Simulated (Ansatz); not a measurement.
# AlNH₆: how energies converge with the basis set

An exercise on one series of results from a longer session: the logs are not shown, and one member is left open.

Program: Ansatz 0.2.0, Gaussian basis. Level of theory: one geometry, several basis sets. These are calculated values, not measurements.

Levels to be run: PBE0-D4/def2-SVP; ωB97M-V/def2-SVP; PBE0-D4/def2-QZVPP; ωB97M-V/def2-QZVPP; the functionals' def2-TZVPP values are taken from earlier runs.

1 further run of the same task is left out (it didn't finish).

## Structure used throughout

The geometry comes from an earlier relaxation with PBE0-D4 in a triple-zeta def2 set; it is a stationary point, not always the lowest conformer.

SMILES `[NH3+][AlH3-]`, 8 atoms, charge 0, spin multiplicity 1.

Atoms are counted from 1 here; the program's logs count them from 0.

Bond lengths: N1–Al2 2.061 Å, N1–H3 1.015 Å, N1–H4 1.015 Å, N1–H5 1.015 Å, Al2–H6 1.603 Å, Al2–H7 1.603 Å, Al2–H8 1.603 Å. Angles: Al2–N1–H3 111.0°, Al2–N1–H4 111.0°, Al2–N1–H5 111.0°, H3–N1–H4 107.9°, H3–N1–H5 107.9°, H4–N1–H5 107.9°, N1–Al2–H6 99.3°, N1–Al2–H7 99.3°, N1–Al2–H8 99.3°, H6–Al2–H7 117.5°, H6–Al2–H8 117.5°, H7–Al2–H8 117.5°.

The first run:

in.yaml reads:

```yaml
crystal:
  periodic: [false, false, false]
  atoms:
    - {symbol: N, position_ang: [-0.285272, -0.098112, -0.947738]}
    - {symbol: Al, position_ang: [0.332173, 0.091131, 1.009333]}
    - {symbol: H, position_ang: [0.208550, 0.552775, -1.549715]}
    - {symbol: H, position_ang: [-1.278895, 0.088685, -1.035543]}
    - {symbol: H, position_ang: [-0.112639, -1.035982, -1.294849]}
    - {symbol: H, position_ang: [-0.061051, 1.625538, 1.256569]}
    - {symbol: H, position_ang: [1.886935, -0.252956, 0.823690]}
    - {symbol: H, position_ang: [-0.597501, -1.028079, 1.682553]}
basis:
  gaussian: {orbitals: def2-SVP}
hamiltonian: {xc: pbe0, dispersion: d4}
output: {orbitals: {seedname: orbitals}}
```

Among the steps run: PBE0-D4 in def2-SVP; ωB97M-V in def2-SVP; PBE0-D4 in def2-QZVPP; ωB97M-V in def2-QZVPP.

One of the session's tables, all rows but one given; the rest of the session is left out.

It belongs to the step «Functionals by basis». 

| functional | basis | HOMO (eV) |
| --- | --- | --- |
| PBE0-D4 | def2-SVP | -7.35 |
| PBE0-D4 | def2-TZVPP | -7.42 |
| PBE0-D4 | def2-QZVPP | -7.43 |
| ωB97M-V | def2-SVP | -9.54 |
| ωB97M-V | def2-TZVPP | ? |
| ωB97M-V | def2-QZVPP | -9.68 |

Q: Estimate the row for ωB97M-V, def2-TZVPP from the others.

As computed: HOMO (eV): -9.67. In the column «HOMO (eV)» it lies between ωB97M-V, def2-QZVPP (-9.68) and ωB97M-V, def2-SVP (-9.54).
